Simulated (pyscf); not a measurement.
Single points on ωB97X-D3(BJ)/def2-SVP structures (PySCF, gas phase). MP2 and CC: frozen core, UHF for open shells. ΔMP2 is the change of the MP2 total energy from the triple- to the quadruple-zeta basis.

SMILES: [CH3][Mg][F]
```xyz
6

C      0.3334    -0.6303    -0.2474
Mg     1.6561     0.2306     1.0978
F      2.7861     0.9645     2.2432
H     -0.0054     0.0917    -1.0106
H      0.7897    -1.4785    -0.7867
H     -0.5708    -1.0167     0.2543
```
Charge 0, spin multiplicity 1.

Q: What is the homolytic dissociation enthalpy (298 K, CCSD(T)/def2-TZVPP + ΔMP2(QZVPP)) of the F–Mg bond of H₃C–Mg–F, to [H₃C–Mg]• + F•?

A: F–Mg to [H₃C–Mg]• + F•: 143.9 kcal/mol. The radicals are drawn with the spin at the cut bond; how far it spreads was not checked. Other isomers of [H₃C–Mg]• were not searched in full and may lie lower. The CCSD(T) − MP2 part came from Ansatz, without density fitting, on the same reference. The frozen core leaves the outer d or s,p core shells of the metals and heavy elements correlated in the MP2 and CC values, and def2-TZVPP describes them poorly, which can shift differences by a few kcal/mol. Left out: the spin-orbit lowering of F.
